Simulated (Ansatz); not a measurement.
Equation of state of V

```cif
data_structure
_symmetry_space_group_name_H-M 'P 1'
_symmetry_Int_Tables_number 1
_cell_length_a 2.5961
_cell_length_b 2.5961
_cell_length_c 2.5961
_cell_angle_alpha 109.471
_cell_angle_beta 109.471
_cell_angle_gamma 109.471
_cell_volume 13.47
loop_
_atom_site_label
_atom_site_type_symbol
_atom_site_fract_x
_atom_site_fract_y
_atom_site_fract_z
_atom_site_occupancy
V1 V 0.00000 0.00000 0.00000 1
```

The runs use the primitive cell with vectors (-1.499, 1.499, 1.499), (1.499, -1.499, 1.499), (1.499, 1.499, -1.499) Å, to which the k mesh refers.

The cell was built from the bcc type and relaxed in the same program, and has space group Im-3m; it needn't be a known or the stable phase.

All numbers are computed: DFT, PBE, all-electron LAPW, scalar-relativistic (Ansatz 0.2.0); DFT, PBE, PAW with Ansatz's default frozen-core files, scalar-relativistic (Ansatz 0.2.0).

For LAPW: a Γ-centred 16×16×16 k mesh, Fermi–Dirac smearing of 0.05 eV, basis error target 1 meV/atom, spin-polarised from start moments V 1.5 μB (the moments died away, and the run ended non-magnetic). PAW takes a cutoff of 420 eV at this cell. The Ansatz runs share mesh, smearing and spin set-up. Plane-wave (PAW) pressures include the program's estimate of the Pulay term.

The cell above is scaled evenly, with fractional coordinates and shape held.

```tsv
V/V(cell)	V (Å³/atom)	P, LAPW (GPa)	P, PAW (GPa)	free energy over the lowest listed, PAW (meV/atom)
0.9405	12.668	12.35	12.42	29.7
0.9700	13.065	5.79	5.86	7.3
1.0000	13.469	-0.02	0.05	0.0
1.0300	13.874	-5.07	-5.01	6.4
1.0600	14.278	-9.46	-9.41	24.7
```

Task: What do Birch–Murnaghan fits to the pressures give?

Result: LAPW: V0 = 13.47 Å³/atom, B0 = 180 GPa, B0′ = 3.7; PAW: V0 = 13.47 Å³/atom, B0 = 180 GPa, B0′ = 3.6.

PAW's V0 lies 0.03 % from the all-electron value and its B0 0.0 %. Symmetry fixes shape and coordinates here, so this is the relaxed modulus.
